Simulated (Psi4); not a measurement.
**One shape, several levels: BSiH5 (boranylsilane)**

Aim: a comparison of 6 runs (HF/3-21G, HF/6-31G*, HF/def2-SVP, B3LYP/6-31G*, LCCSD/def2-SV(P), FNO-MP4/cc-pVDZ-DK) of BSiH5 (boranylsilane). 

The results are computed with Psi4 1.11.

3 further runs of the same task are left out: 2 that didn't finish, 1 set aside as unsound or not needed.

### 1 The molecule

The species is BSiH5 (7 atoms), meant as a singlet with charge 0. As SMILES, `B[SiH3]`. Geometry: relaxed at PBE0-D4/def2-TZVP.

Bond lengths: B1–Si2 2.010 Å, B1–H3 1.196 Å, B1–H4 1.195 Å, Si2–H5 1.492 Å, Si2–H6 1.492 Å, Si2–H7 1.487 Å. Angles: B1–Si2–H5 108.8°, B1–Si2–H6 108.8°, B1–Si2–H7 115.1°, Si2–B1–H3 118.9°, Si2–B1–H4 123.6°, H5–Si2–H6 107.3°, H5–Si2–H7 108.3°, H6–Si2–H7 108.3°, H3–B1–H4 117.5°.

### 2 The energy at HF/3-21G (run 1)

File calc.inp:

```
memory 1600 mb

molecule system {
  B     -0.043200    -1.189000     0.204300
  Si     0.089100     0.785300    -0.148500
  H     -1.126000    -1.690600     0.290100
  H      0.906400    -1.902500     0.335400
  H     -0.616000     1.093400    -1.427200
  H     -0.623600     1.516700     0.939600
  H      1.474500     1.318800    -0.239500
  units angstrom
  symmetry c1
  no_reorient
  no_com
}

set {
  basis         3-21G
  puream        true
  e_convergence 1e-09
  d_convergence 1e-08
  scf_type      pk
}

E, wfn = energy('hf', return_wfn=True)
oeprop(wfn, 'LOWDIN_CHARGES', 'DIPOLE', 'MAYER_INDICES')
```

Run with:

```sh
psi4 -i calc.inp -o calc.out -n 1
```

calc.out:

```text
[...]
  Running in c1 symmetry.
[...]
  Nuclear repulsion =   47.564448936710974
[...]
  Multiplicity = 1
[...]
  Nalpha       = 12
  Nbeta        = 12
[...]
    Number of basis functions: 32
[...]
   @RHF iter   1:  -314.76479093164215   -8.67523e-01   3.39715e-03 ADIIS/DIIS
[...]
   @RHF iter   9:  -314.78298635739736   -1.36424e-12   3.92278e-09 DIIS
[...]
    Orbital Energies [Eh]
    ---------------------
    Doubly Occupied:
       1A    -68.273218     2A     -7.582974     3A     -6.090355
       4A     -4.185978     5A     -4.185725     6A     -4.185582
       7A     -0.759813     8A     -0.660335     9A     -0.518669
      10A     -0.477753    11A     -0.462491    12A     -0.420260
[...]
  @RHF Final Energy:  -314.78298635739736
   => Energetics <=
    Nuclear Repulsion Energy =             47.5644489367109742
    One-Electron Energy =                -529.0885619140694871
    Two-Electron Energy =                 166.7411266199611362
    Total Energy =                       -314.7829863573973626
[...]
 Multipole Moments:
 ------------------------------------------------------------------------------------
     Multipole            Electronic (a.u.)      Nuclear  (a.u.)        Total (a.u.)
 ------------------------------------------------------------------------------------
 L = 1.  Multiply by 2.5417464519 to convert [e a0] to [Debye]
 Dipole X            :         -1.9669961            1.9779763            0.0109802
 Dipole Y            :        -10.3553838           10.1761752           -0.1792086
 Dipole Z            :          2.2225762           -2.1903816            0.0321946
 Magnitude           :                                                    0.1824083
[...]
```

Run time: 1.9 s. Hardware: 1 thread of AMD EPYC 7R43 (Zen 3), shared host; peak memory 0.18 GiB.

### 3 Energy and gradient at HF/6-31G(d) (spherical functions) (run 2)

File job.in:

```
memory 1600 mb

molecule system {
  0 1
  B
  Si 1 2.009933
  H 1 1.19642 2 118.94554
  H 1 1.194994 3 117.45115 2 -179.99763
  H 2 1.492369 1 108.78924 4 121.71038
  H 2 1.492263 5 107.3331 1 -117.54871
  H 2 1.487359 6 108.28026 5 116.68502
  symmetry c1
  no_reorient
  no_com
}

set {
  basis         6-31G*
  reference     rhf
  puream        true
  e_convergence 1e-09
  d_convergence 1e-08
  scf_type      pk
}

result, w = gradient('scf', return_wfn=True)
oeprop(w, 'QUADRUPOLE', 'WIBERG_LOWDIN_INDICES', 'MAYER_INDICES')
```

Run with:

```sh
psi4 job.in job.out -n 1
```

job.out:

```text
[...]
  Running in c1 symmetry.
[...]
  Nuclear repulsion =   47.564449245815545
[...]
  Multiplicity = 1
[...]
  Nalpha       = 12
  Nbeta        = 12
[...]
    Number of basis functions: 42
[...]
   @RHF iter   1:  -316.43342725336288   -8.84302e-01   3.06135e-03 ADIIS/DIIS
[...]
   @RHF iter   9:  -316.46070101740276   -7.27596e-12   8.23203e-09 DIIS
[...]
    Orbital Energies [Eh]
    ---------------------
    Doubly Occupied:
       1A    -68.742084     2A     -7.610699     3A     -6.108869
       4A     -4.214318     5A     -4.214039     6A     -4.213445
       7A     -0.747792     8A     -0.653518     9A     -0.513115
      10A     -0.477566    11A     -0.464926    12A     -0.417691
[...]
  @RHF Final Energy:  -316.46070101740276
   => Energetics <=
    Nuclear Repulsion Energy =             47.5644492458155455
    One-Electron Energy =                -531.2941766442198741
    Two-Electron Energy =                 167.2690263810015949
    Total Energy =                       -316.4607010174027550
[...]
  -Total Gradient:
     Atom            X                  Y                   Z
    ------   -----------------  -----------------  -----------------
       1       -0.000007446799     0.000683775731     0.010447051614
       2       -0.000030413226    -0.002759243322    -0.011926680325
       3        0.000002516879     0.002932929688    -0.000852837955
       4        0.000002374262    -0.002759540170    -0.001051145886
       5        0.002940309559     0.002530552837     0.000785285938
       6       -0.002910611017     0.002510220501     0.000770068964
       7        0.000003270343    -0.003138695265     0.001828257651
[...]
 Multipole Moments:
 ------------------------------------------------------------------------------------
     Multipole            Electronic (a.u.)      Nuclear  (a.u.)        Total (a.u.)
 ------------------------------------------------------------------------------------
 L = 1.  Multiply by 2.5417464519 to convert [e a0] to [Debye]
 Dipole X            :         -0.0001196            0.0000434           -0.0000763
 Dipole Y            :         -0.2002745            0.1610882           -0.0391862
 Dipole Z            :         -0.8832292            0.6811895           -0.2020397
 Magnitude           :                                                    0.2058048
 L = 2.  Multiply by 1.3450342976 to convert [e a0^2] to [Debye ang]
 Quadrupole XX       :        -26.7526898           10.3221313          -16.4305585
 Quadrupole XY       :         -0.0000819            0.0000272           -0.0000547
[...]
```

Wall time 2.5 s (1 thread of AMD EPYC 7R43 (Zen 3), shared host); peak memory 0.2 GiB.

### 4 The energy at HF/def2-SVP (run 3)

File input.dat:

```
memory 1600 MB

molecule {
  0 1
  B     -0.08163617    -2.24688436     0.38607105
  Si     0.16837460     1.48400193    -0.28062433
  H     -2.12783162    -3.19477099     0.54820955
  H      1.71284776    -3.59520395     0.63381414
  H     -1.16407129     2.06622654    -2.69701713
  H     -1.17843321     2.86614761     1.77558667
  H      2.78640117     2.49217081    -0.45258941
  units bohr
  symmetry c1
}

set {
  basis def2-SVP
  puream true
  e_convergence 1e-09
  d_convergence 1e-08
  scf_type pk
}

result, w = energy("scf", return_wfn=True)
```

Run with:

```sh
psi4 -i input.dat -o output.dat -n 1
```

output.dat:

```text
[...]
  Running in c1 symmetry.
[...]
  Nuclear repulsion =   47.564448940982651
[...]
  Multiplicity = 1
[...]
  Nalpha       = 12
  Nbeta        = 12
[...]
    Number of basis functions: 57
[...]
   @RHF iter   1:  -316.33564115316869   -7.97800e-01   2.50267e-03 DIIS/ADIIS
[...]
   @RHF iter   9:  -316.36969522658558   -1.02887e-11   7.99022e-09 DIIS
[...]
    Orbital Energies [Eh]
    ---------------------
    Doubly Occupied:
       1A    -68.739305     2A     -7.623788     3A     -6.113976
       4A     -4.224177     5A     -4.223940     6A     -4.223608
       7A     -0.747335     8A     -0.652157     9A     -0.516077
      10A     -0.478884    11A     -0.466436    12A     -0.421532
[...]
  @RHF Final Energy:  -316.36969522658558
   => Energetics <=
    Nuclear Repulsion Energy =             47.5644489409826505
    One-Electron Energy =                -531.0058577272594675
    Two-Electron Energy =                 167.0717135596912613
    Total Energy =                       -316.3696952265855771
[...]
 Multipole Moments:
 ------------------------------------------------------------------------------------
     Multipole            Electronic (a.u.)      Nuclear  (a.u.)        Total (a.u.)
 ------------------------------------------------------------------------------------
 L = 1.  Multiply by 2.5417464519 to convert [e a0] to [Debye]
 Dipole X            :          0.1387382           -0.1158999            0.0228383
 Dipole Y            :         -0.9043936            0.6794414           -0.2249522
 Dipole Z            :          0.1624466           -0.1220477            0.0403990
 Magnitude           :                                                    0.2296893
[...]
```

It took 2 s on 1 thread of AMD EPYC 7R43 (Zen 3), shared host; peak memory 0.2 GiB.

Runs 4 to 5 aren't shown in full; the table further down has their settings and results.

### 5 The energy at FNO-MP4/cc-pVDZ-DK (sfX2C, density fitting, Cartesian functions) (run 6)

File run.py:

```python
import psi4

psi4.set_memory('1600 MB')
psi4.set_num_threads(1)
psi4.set_output_file('run.log', False)

geom = psi4.geometry("""
B     -0.08163617    -2.24688436     0.38607105
Si     0.16837460     1.48400193    -0.28062433
H     -2.12783162    -3.19477099     0.54820955
H      1.71284776    -3.59520395     0.63381414
H     -1.16407129     2.06622654    -2.69701713
H     -1.17843321     2.86614761     1.77558667
H      2.78640117     2.49217081    -0.45258941
units bohr
""")

psi4.set_options({
    'basis': 'cc-pVDZ-DK',
    'freeze_core': True,
    'diis': False,
    'puream': False,
    'e_convergence': 1e-05,
    'maxiter': 80,
    'relativistic': 'x2c',
})

result, w = psi4.energy('fno-mp4', return_wfn=True)
print(f'total energy {result:.8f} hartree = {result * 27.211386:.5f} eV')
```

Run with:

```sh
python run.py
```

run.log:

```text
[...]
  Running in c1 symmetry.
[...]
  Nuclear repulsion =   47.564448940982651
[...]
  Multiplicity = 1
[...]
  Nalpha       = 12
  Nbeta        = 12
[...]
    Number of basis functions: 59
[...]
    WARNING: The X2C and Dirac Hamiltonians have substatially different eigenvalues!
             This is probably caused by the recontraction of the basis set.
[...]
   @RHF iter   1:  -317.05311198439142   -8.07596e-01   2.47012e-03 ADIIS
[...]
   @RHF iter  16:  -317.08809762340422   -2.27374e-13   5.67534e-09
[...]
    Orbital Energies [Eh]
    ---------------------
    Doubly Occupied:
       1A    -68.933483     2A     -7.628002     3A     -6.144963
       4A     -4.224416     5A     -4.224204     6A     -4.223850
       7A     -0.751377     8A     -0.655713     9A     -0.513374
      10A     -0.476772    11A     -0.463975    12A     -0.417888
[...]
  @RHF Final Energy:  -317.08809762340422
   => Energetics <=
    Nuclear Repulsion Energy =             47.5644489409826505
    One-Electron Energy =                -531.9890603911504741
    Two-Electron Energy =                 167.3365138267636212
    Total Energy =                       -317.0880976234042237
[...]
 Multipole Moments:
 ------------------------------------------------------------------------------------
     Multipole            Electronic (a.u.)      Nuclear  (a.u.)        Total (a.u.)
 ------------------------------------------------------------------------------------
 L = 1.  Multiply by 2.5417464519 to convert [e a0] to [Debye]
 Dipole X            :          0.1388638           -0.1158999            0.0229640
 Dipole Y            :         -0.8795468            0.6794414           -0.2001055
 Dipole Z            :          0.1580004           -0.1220477            0.0359528
 Magnitude           :                                                    0.2046024
[...]
      * MP2 total energy:                   -317.279579082034
[...]
      * MP2 total energy:                   -317.279579082034
[...]
      * MP3 total energy:                   -317.317244805692
[...]
```

Standard output:

```text
total energy -317.32765602 hartree = -8634.92534 eV
```

Wall time 6.6 s (1 thread of AMD EPYC 7R43 (Zen 3), shared host); peak memory 0.31 GiB.

### 6 The series

| run | level | task | integration grid | energy (Eh) | dipole moment (D) | HOMO energy (eV) | LUMO energy (eV) | wall time |
| --- | --- | --- | --- | --- | --- | --- | --- | --- |
| 1 | HF/3-21G | energy | – | -314.782986 | 0.46 | -11.44 | 1.39 | 1.9 s |
| 2 | HF/6-31G* (spherical functions) | gradient | – | -316.460701 | 0.52 | -11.37 | 1.60 | 2.5 s |
| 3 | HF/def2-SVP | energy | – | -316.369695 | 0.58 | -11.47 | 1.24 | 2 s |
| 4 | B3LYP/6-31G* (spherical functions) | gradient | 99 radial × 590 angular | -317.302277 | 0.44 | -8.13 | -2.36 | 9 s |
| 5 | LCCSD/def2-SV(P) | energy | – | -316.556406 | – | -11.51 | 1.21 | 3.3 s |
| 6 | FNO-MP4/cc-pVDZ-DK (sfX2C, density fitting, Cartesian functions) | energy | – | -317.327656 | – | -11.37 | 1.31 | 6.6 s |

### 7 Outcome

| quantity | value |
| --- | --- |
| run 6: total energy | -317.32766 Eh |
| run 6: HOMO energy (Hartree–Fock orbitals) | -11.37 eV |
| run 6: LUMO energy (Hartree–Fock orbitals) | 1.31 eV |
| run 6: HOMO–LUMO gap (Hartree–Fock orbitals) | 12.68 eV |
| run 6: correlation energy (6 core orbitals frozen) | -239.6 mEh |

Over runs 1, 2, 3, 4 the dipole moment (its size) runs from 0.44 D (B3LYP/6-31G*) to 0.58 D (HF/def2-SVP). The two ends differ in method and basis. Over runs 1, 2, 3, 4 the HOMO–LUMO gap runs from 5.77 eV (B3LYP/6-31G*) to 12.97 eV (HF/6-31G*). Exact exchange widens orbital gaps. Some runs of one species differ in core potentials or relativity; totals across that change don't compare. All runs together took 25 s, the longest 9 s.
